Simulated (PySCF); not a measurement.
**Si: electron affinity**

Si⁻ [Ne] 3s2 3p3 (4S) → Si [Ne] 3s2 3p2 (3P), as a difference of total energies. Calculation: PySCF 2.14, in aug-cc-pCVTZ-DK with one added diffuse shell each of s, p, d, f type (9s8p6d4f, 91 functions); the spin-free X2C one-electron Hamiltonian (Gaussian nucleus). Correlated levels: nothing frozen. The calculations carry no spin-orbit coupling.

```tsv
method	electron affinity (eV)
UHF	0.845
MP2 (all electrons)	1.376
SCS-MP2 (all electrons)	1.196
CCSD (all electrons)	1.315
CCSD(T) (all electrons)	1.373
```

Problem. How much does correlation contribute at CCSD(T) (all electrons)?

Solution. 1.373 − (0.845) = 0.528 eV, measured against UHF.

A first-order spin-orbit estimate (lowest level to lowest level, LS coupling) adds -0.016 eV.

Errors of the correlated levels include the incompleteness of this basis.

For comparison: 1.390 eV (measured; photodetachment measurements, as compiled on the Wikipedia data page of electron affinities).
